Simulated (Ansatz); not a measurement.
Saddle point of CH₅S₂, doublet (CH₄S ([CH3][SH]) + HS → CH₃S ([CH3][S]) + H₂S; bonds formed: H1–S4; bonds broken: H1–S2), PBE0-D4/def2-TZVP structure:

H1  (-1.181, -0.470, -0.182)
S2  (-0.785, 0.928, 0.290)
C3  (0.915, 0.871, -0.288)
S4  (-0.977, -2.051, 0.146)
H5  (1.290, 1.895, -0.247)
H6  (1.525, 0.250, 0.366)
H7  (0.974, 0.513, -1.315)
H8  (-1.761, -1.936, 1.230)
(Å)

Energies are electronic, without zero-point energy. Barriers and step energies count from the start structure reached by relaxing down the imaginary mode; all methods use the PBE0-D4 structures, on which another method's saddle can fall below an end. Computed with Ansatz 0.2.0 (basis: def2-TZVPP, with def2-QZVPP for the basis limit); correlated methods freeze the cores; orbitals are unrestricted. B3LYP uses VWN-RPA correlation. Extrapolation: Hartree–Fock as exp(−7.88 √X), correlation as X^−2.97.

```csv
method,barrier (kcal/mol),step energy (kcal/mol)
SPW92,2.41,6.34
PBE-D4,4.28,3.20
BLYP-D4,5.61,2.78
r2SCAN-D4,5.59,1.87
B97M-V,6.96,0.28
PBE0-D4,?,0.99
B3LYP-D4,7.56,1.03
r2SCAN0-D4,7.68,0.19
BHLYP-D4,10.40,-1.35
CAM-B3LYP-D4,8.88,-0.88
wB97X-V,9.59,-0.97
wB97M-V,9.66,-0.63
B2PLYP,8.35,-0.99
PBE-QIDH,?,-1.14
RPA on PBE,8.62,-2.22
HF,?,-7.81
MP2,9.98,-2.19
CCSD,10.15,-3.46
CCSD(T),8.84,-2.56
```

Q: Fill in the withheld barriers. (To be estimated.)

A: Computed: HF 15.26; PBE-QIDH 8.87; PBE0-D4 6.88 kcal/mol. Each is the energy of the saddle less that of the start structure, by the same method.

For comparison, the barrier by CCSD(T) at an estimated basis limit (MP2 extrapolated from triple and quadruple zeta, plus CCSD(T) − MP2 in triple zeta) is 8.99 kcal/mol.

The T1 diagnostic stays at or below 0.022. ⟨S²⟩ of the unrestricted Hartree–Fock references: 0.76 to 0.81 (a pure state has 0.75). The unrestricted reference is spin-contaminated, which hurts MP2 most.

Labels in which every atom is bracketed show which atoms are joined, not bond orders.

For scale, one of the runs: CCSD(T)/def2-TZVPP, 185 basis functions, launched by `ansatz run in.yaml --threads 4 --pin off --events-out ev --progress --plain --max-ram 9574MiB`. The run took 100 s on 4 CPU threads of an Arm Neoverse V1 (shared host), with 4.5 GiB of host memory at its peak.
